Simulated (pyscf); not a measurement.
Elementary routes open to H₂As–In (SMILES [AsH2][In]) [singlet] + H₂O (SMILES O) in the gas phase (singlet surface):
A. HO–InH–AsH₂ (SMILES [OH][InH][AsH2]) (H–O broken; In–O, H–In formed)
B. HO–In (SMILES [OH][In]) [singlet] + AsH₃ (SMILES [AsH3]) (As–In, H–O broken; In–O, As–H formed)

Structures and frequencies: ωB97X-D3(BJ)/def2-SVP in PySCF.

Rank the routes by free-energy barrier at 600 K, lowest first, for ωB97M-D3(BJ)/def2-TZVP energies (ideal gas, 1 atm, RRHO with modes under 100 cm⁻¹ raised to 100, one conformer, R ln 2 for chiral ones without a mode under 150 cm⁻¹).

B (24.9 kcal/mol), A (59.1 kcal/mol)

Route B is the fastest of these, ahead of the next by 34.2 kcal/mol. The most stable products are those of B (ΔG = -4.7 kcal/mol), so kinetics and thermodynamics agree. At 1200 K B is still the fastest. A: On the reactant side the descent ends in a bound adduct, 10.0 kcal/mol under the separated species and 52.8 kcal/mol under the saddle at ωB97X-D3(BJ)/def2-TZVP. B: On the reactant side the descent ends in a bound adduct, 10.0 kcal/mol under the separated species and 20.8 kcal/mol under the saddle at ωB97X-D3(BJ)/def2-TZVP. On the product side the descent ends in a complex, 4.7 kcal/mol under the separated species and 12.5 kcal/mol under the saddle at ωB97X-D3(BJ)/def2-TZVP. Only these routes are compared; each barrier is that of the saddle found, and lower ones may exist. A restricted solution here is unstable towards spin polarisation, so biradical character is likely and single-reference numbers are less safe. Elements up to Kr have no core potential and no relativistic terms here. Elements past Kr carry the def2 core potentials, without spin-orbit coupling.
